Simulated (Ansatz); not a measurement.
Input file:

```yaml
crystal:
  periodic: [false, false, false]
  atoms:
    - {symbol: Se, position_ang: [0.000000, -0.016974, 0.000000]}
    - {symbol: H, position_ang: [0.000000, 0.664869, -1.298712]}
    - {symbol: H, position_ang: [0.000000, 0.664862, 1.298715]}
basis:
  gaussian: {orbitals: cc-pVDZ}
hamiltonian: {xc: {name: wB97M-V}}
output: {forces: true, orbitals: {seedname: orbitals}}
```

```sh
$ ansatz run in.yaml --threads 1 --pin off --events-out ev --progress --plain --max-ram 2393MiB
```

Output:

```
  # Of w^i u^j: cxij and so on, Table III.
  gx(w, u) = 1 - cx + cx01*u + cx10*w
  gss(w, u) = css00 + css04*u^4 + css10*w + css20*w^2 + css43*w^4*u^3
  gos(w, u) = cos00 + cos10*w + (cos20 + cos21*u)*w^2 + (cos60 + cos61*u)*w^6
      + integral(e_c_pw_mod_opposite_spin*gos(b97_w_opposite, b97_u_opposite)) + vv10(b, c)
414 factors; integrals over basis functions are off by at most 8.2e-4 eV
109 factors; integrals over basis functions are off by at most 4.7e-6 eV
mean field evaluation 1: about -65376.2589 eV, gradient 8.8e0 eV
mean field evaluation 2: about -65376.5678 eV, gradient 3.7e0 eV
mean field evaluation 4: about -65376.6035 eV, gradient 6.4e-1 eV
mean field evaluation 8: about -65376.6180 eV, gradient 1.4e-2 eV
mean field -65376.61799705 eV, -2402.5463975284 hartree, gradient 2.1e-5 eV, S^2 0.000000; 0 other end points of the search recorded, 0 dependent functions left out
the calculation of the forces begins
reference -65376.61802186 eV, -2402.5463984399 hartree; 18, 18 occupied and 19, 19 virtual orbitals, 414 factors
Total energy: -65376.61802186 eV, -2402.5463984399 hartree
Atom 0 at     0.000000    -0.016974     0.000000 Å, force     0.000000    -2.905353    -0.000008 eV/Å
Atom 1 at     0.000000     0.664869    -1.298712 Å, force     0.000000     1.452675     0.692340 eV/Å
Atom 2 at     0.000000     0.664862     1.298715 Å, force     0.000000     1.452678    -0.692333 eV/Å
Dipole moment:    -0.000000     0.225442     0.000001 e Å
```

Forces (eV/Å):
```
Se   0.000 -2.905  0.000
H    0.000  1.453  0.692
H    0.000  1.453 -0.692
```

Ran on 1 thread of AMD EPYC 7B13, shared host: 2 s wall, 0.15 GiB peak host memory.
